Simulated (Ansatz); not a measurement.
Bi2Te2Se (R-3m, No. 166; cell taken from a computed entry), treated with G0W0@HSE06 in Ansatz (hard PAW, contour deformation).

The same calculation (at a fixed cell, not relaxed at this level and not confirmed as the measured one, 34.248 Å³/atom) with different numerical settings; throughout: k mesh 2×2×2:

```tsv
run	response cutoff (eV)	empty bands	quasiparticle gap on the mesh (eV)	quasiparticle gap at Γ (eV)	rough time
1	70	418	0.887	0.887	30 core-min
2	105	769	0.931	0.931	50 core-min
3	140	1183	0.955	0.955	100 core-min
4	175	1654	0.970	0.970	3 core-h
5	210	2174	0.980	0.980	4 core-h
```

In the column quasiparticle gap on the mesh (eV) the first row differs from the last by -0.093 and the next to last by -0.010.

The last row is no converged limit: other settings stay fixed.

Spin–orbit coupling is not included.

Note: filled d or f shells below the valence bands can shift G0W0 gaps through exchange with them, which wasn't tested here. Note: GW on a hybrid start was not checked against another program.

Ansatz is a first-principles code.
